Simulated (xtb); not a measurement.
formic acid (CH2O2), SMILES O=CO. All values are semi-empirical tight-binding results from xtb (GFN2-xTB unless named), good for trends rather than for accurate numbers. Geometry: GFN2-xTB. One conformer was computed; it need not be the lowest.

Optimised geometry:

Bonds (Å): O1–C2 1.322, O1–H4 0.973, C2–O3 1.193, C2–H5 1.101. Bond angles (°): C2–O1–H4 110.9, O1–C2–O3 125.6, O1–C2–H5 109.5, O3–C2–H5 124.9.

point group as xtb finds it: Cs
orbital gap: 5.15 eV
dipole moment: 1.93 D
zero-point energy: 20.1 kcal/mol
G − E(el) at 298.15 K (modified RRHO): 5.0 kcal/mol
static polarisability (D4 model): 23.4 bohr³
solvation energy, GFN2-xTB/ALPB(water): -6.3 kcal/mol
solvation energy, GFN2-xTB/ALPB(chcl3): -3.5 kcal/mol

Computed IR lines (harmonic; lines under 4 % of the strongest left out, lines within 3 cm⁻¹ merged):
ν (cm⁻¹): 598 (w), 701 (s), 1123 (m), 1205 (w), 1350 (w), 1810 (vs), 2864 (m), 3411 (w) (against the strongest line: vs over 80 %, s over 45 %, m over 15 %, w over 4 %, vw less)

Computed atomic charges and the Wiberg bond orders between heavy atoms:
charges (e) O1 -0.35, C2 0.34, O3 -0.37, H4 0.34, H5 0.04. Bond orders O1–C2 1.18, C2–O3 1.82.
